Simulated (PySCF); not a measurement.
**How well do the runs reproduce experiment for CFCl3?**

**Measured values to compare with.**

NIST CCCBDB Release 22 (SRD 101), experimental dipoles lists, for the gas: dipole moment (microwave Stark effect, vibrational ground state) 0.46 ± 0.02 D.

The results are set against them at the end.

Compound: CFCl3.
Atom-mapped SMILES: `[F:1][C:2]([Cl:3])([Cl:4])[Cl:5]`

Cartesian coordinates in Å at the GFN2-xTB level; atoms count from 1:
```xyz
5
CCl3F angstrom
F      0.060   -0.141    1.396
C      0.005   -0.006    0.067
Cl    -0.458    1.661   -0.313
Cl     1.603   -0.371   -0.604
Cl    -1.201   -1.140   -0.563
```

Runs made with PySCF (gas phase, on this GFN2-xTB geometry; no spin–orbit coupling):

```
            level         job  basis functions  wall time
    B97-2/pcseg-1  shieldings               82      3.6 s
BHandHLYP/pcseg-1  shieldings               82      3.4 s
CAM-B3LYP/pcseg-1  shieldings               82      4.7 s
  HCTH407/pcseg-1  shieldings               82      5.1 s
    HSE06/pcseg-1  shieldings               82      6.1 s
  LC-wPBE/pcseg-1  shieldings               82      6.6 s
     OLYP/pcseg-1  shieldings               82      5.0 s
     WP04/pcseg-1  shieldings               82      3.6 s
 mPW1PW91/pcseg-1  shieldings               82      3.6 s
   revPBE/pcseg-1  shieldings               82      4.5 s
  wB97X-D/pcseg-1  shieldings               82      5.1 s
    wB97X/pcseg-1  shieldings               82      4.5 s
```

Hardware: one thread of an Intel Xeon at 2.30 GHz, no GPU, on a shared host.

**Comparison with experiment**

**Dipole moment.** Measured: 0.46 D (NIST CCCBDB Release 22 (SRD 101), experimental dipoles).

| level | computed (D) | computed − measured (D) | % (from the printed values) |
| --- | --- | --- | --- |
| B97-2/pcseg-1 | 0.48 | +0.02 | +4 |
| BHandHLYP/pcseg-1 | 0.58 | +0.12 | +26 |
| CAM-B3LYP/pcseg-1 | 0.48 | +0.02 | +4 |
| HCTH407/pcseg-1 | 0.35 | -0.11 | -24 |
| HSE06/pcseg-1 | 0.49 | +0.03 | +7 |
| LC-wPBE/pcseg-1 | 0.46 | 0.00 | 0 |
| OLYP/pcseg-1 | 0.34 | -0.12 | -26 |
| WP04/pcseg-1 | 0.58 | +0.12 | +26 |
| mPW1PW91/pcseg-1 | 0.50 | +0.04 | +9 |
| revPBE/pcseg-1 | 0.35 | -0.11 | -24 |
| wB97X-D/pcseg-1 | 0.50 | +0.04 | +9 |
| wB97X/pcseg-1 | 0.47 | +0.01 | +2 |

The computed dipoles belong to one fixed geometry; measured ones are averaged over vibrations unless marked μe. Magnitudes are compared, not signs.

No measured geometry was used, and the causes of the misses weren't examined.
